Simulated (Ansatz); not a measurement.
**What a trial cell of Si₃F₂ relaxes into**

Method: DFT PBE, scalar-relativistic, plane waves, PAW (Ansatz). Cutoff 420 eV, Γ-centred k mesh, Gaussian smearing, no spin polarisation in the final step.

The start puts Si₃F₂ on the anti-tetradymite structure type (R-3m, No. 166), with F in place of Bi, Si in place of Te, at a guessed volume.

```xyz
5
Lattice="1.6085 0.9287 7.4563 -1.6085 0.9287 7.4563 0.0000 -1.8574 7.4563" Properties=species:S:1:pos:R:3 pbc="T T T"
Si    0.0000    0.0000    0.0000
Si    0.0000    0.0000    4.6863
Si    0.0000    0.0000   17.6826
F     0.0000    0.0000    8.9476
F     0.0000    0.0000   13.4213
```

Cell and atoms relax at zero pressure; the relaxation can't lower the symmetry of the start. After a coarse first stage the cell is made exact in the group found at 0.06 Å.

Formation energies are uncorrected and refer to the elements' standard structures at the same level (F₂ as a molecule).

Q: What does it relax into?

A: It keeps R-3m (No. 166), but not the shape of the type it started on. Conventional cell: a = 2.672 Å, c = 32.252 Å. Si on Wyckoff site a (1 atom of the primitive cell) has 6 F at 2.26 Å and 6 Si at 2.67 Å; around Si on Wyckoff site c (2 atoms of the primitive cell) lie 9 Si at 2.67–2.77 Å and 3 F at 3.00 Å; around F lie 3 Si at 2.26 Å.

Space group R-3m:H (No. 166). a = 2.672 Å, b = 2.672 Å, c = 32.252 Å, α = 90.00°, β = 90.00°, γ = 120.00°
```
atom site symmetry x y z
  Si    3a       -3m  0.0000  0.0000  0.0000
  Si    6c        3m  0.3333  0.6667  0.8690
   F    6c        3m  0.6667  0.3333  0.7180
```

Q: What are its volume, energy, density and gap?

A: The volume per atom is 13.3 Å³, the density is 3.1 g/cm³ and the energy over the elements is -0.48 eV/atom. The gap on the 18×18×18 mesh is 0 eV (a metal).

The final run used a 18×18×18 mesh on its 5-atom cell and 0.10 eV smearing. For metals, differences of a few meV/atom aren't resolved. No dispersion correction is applied, so the spacing between layers, chains or molecules is poorly fixed, and with it the volume and density. Symmetry constrained the relaxation, so the result can be a saddle point.

Cost: 3 runs of about 8.2 core-minutes in all, on Intel Xeon 6975P-C (Granite Rapids) (shared hosts).